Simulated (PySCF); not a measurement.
Static response to an electric field

C₅H₆O.
Geometry (GFN2-xTB, Å), atoms numbered from 1 in this order:
```
atom  x, y, z in Å
O1    -1.3828    1.7503   -0.9629
C2    -1.2843    0.7558    0.0451
C3     0.1509    0.6316    0.4647
C4     0.8765   -0.4354    0.2295
C5     1.0531   -1.7912   -0.2565
C6     2.1009   -1.2080    0.3027
H7    -2.3074    1.8556   -1.2089
H8    -1.9020    1.0439    0.9108
H9    -1.6461   -0.2097   -0.3363
H10    0.5867    1.5066    0.9221
H11    0.6348   -2.6438   -0.7346
H12    3.1209   -1.2564    0.5983
```

Level: CAM-B3LYP/def2-SVPD (PySCF), static field, nuclei fixed, core orbitals frozen in the response. The polarisability tensor in these axes (au):

```
x    71.82 -16.51   3.67
y   -16.51  71.85   4.01
z     3.67   4.01  48.36
```

**Question.** What are the eigenvalues, a third of the trace, and Δα (Δα² = ½Σ(αi − αj)² over the three pairs)?

**Answer.** Principal values 45.38, 58.30 and 88.35 au; mean 64.01 au = 9.49 Å³ = 10.55 × 10⁻⁴⁰ C²·m²/J; Δα = 38.18 au (60 % of the mean).

**Question.** What is the dipole moment, and where does it point?

**Answer.** (0.10, -2.54, 0.36) D, 2.56 D in size, pointing from the negative to the positive side. Measured along this direction, the outermost atoms are H7 at the negative end and H11 at the positive end.

**Question.** What are the principal values of the traceless quadrupole moment, Θ = ½Σq(3rr − r²1), about the centre of nuclear charge?

**Answer.** -10.77, -0.85, 11.62 D·Å. The values depend on the origin, since the dipole doesn't vanish. The electronic extent ⟨r²⟩ about the same centre is 694 bohr², a root-mean-square distance of 2.10 Å for the 44 electrons.

**Question.** Directions of the eigenvectors, and the extent of the frame along each?

**Answer.** Largest value along (-0.71, 0.71, 0.01), where the nuclei span 6.02 Å; middle along (0.62, 0.62, 0.48), 3.33 Å; least along (-0.34, -0.34, 0.88), 2.06 Å. The response follows the extents in order.

**Question.** Rayleigh depolarisation ratio (linearly polarised light, static tensor)?

**Answer.** ρ = 3Δα²/(45ᾱ² + 4Δα²) = 4373.3/(184374 + 5831.1) = 0.023.

**Question.** Form Σ f/ω² (atomic units) for the 8 lowest TDDFT singlets, given as eV and f, and set it beside the mean polarisability, which is this sum over all singlets: 4.55, 0.0143; 6.07, 0.0080; 6.24, 0.0046; 6.38, 0.1161; 6.64, 0.0682; 6.77, 0.0460; 6.86, 0.1718; 7.27, 0.0037.

**Answer.** They add up to 7.52 au, 11.7 % of the 64.01 au; the largest single term is 2.71 au, from the state at 6.86 eV. Terms in order: 0.51, 0.16, 0.09, 2.11, 1.15, 0.74, 2.71, 0.05 au. Higher excitations give the rest. The strengths listed sum to 0.433.

**Question.** Refractivity n − 1 of an ideal gas of it at 298.15 K and 1 atm, from the electronic α?

**Answer.** N = p/kT = 2.4615 × 10¹⁹ cm⁻³, so n − 1 = 2π × N × 9.49 × 10⁻²⁴ cm³ = 1467 × 10⁻⁶ at long wavelengths, for an ideal gas.

One conformer (not necessarily the lowest) at the GFN2-xTB geometry, without solvent, vibrations or thermal averaging.
